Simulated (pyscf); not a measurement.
This saddle point was located with ωB97X-D3(BJ)/def2-SVP in PySCF.

```xyz
9

C      0.4473    -0.1437    -0.6805
C     -0.3452     0.2580     0.5077
C     -1.3982     0.1455     1.1905
H     -0.0735    -0.8899    -1.2989
H      0.6665     0.7389    -1.3005
H      1.4147    -0.5611    -0.3621
H     -2.3675    -0.1210     1.5933
F     -0.9649     1.3432     2.5049
H     -0.2025     1.1130     1.5787
```

Surface: singlet, charge 0. Lowest wavenumbers (cm⁻¹): 1849i, 91, 235, 291, 493.

**Question.** What reaction is this the transition state of?

**Answer.** HC≡C–CH₃ (SMILES C#CC) + HF (SMILES F) ⇌ H₃C–CH=CH–F (SMILES CC=CF), an addition across a multiple bond or ene-type step read from left to right: F–H broken and C–H, C–F formed. At CCSD(T)/def2-TZVPP + ΔMP2(QZVPP) it lies +53.5 kcal/mol from the left side and +76.4 kcal/mol from the right (each side as separated species at their lowest minima found). On the reactant side the descent ends in a complex, 6.3 kcal/mol under the separated species and 54.0 kcal/mol under the saddle at ωB97X-D3(BJ)/def2-TZVP. At ωB97X-D3(BJ) the barrier from the zero used here is 47.7 kcal/mol. One saddle was located; it need not be the lowest between these sides. The CCSD(T) − MP2 part came from Ansatz, without density fitting, on the same reference.
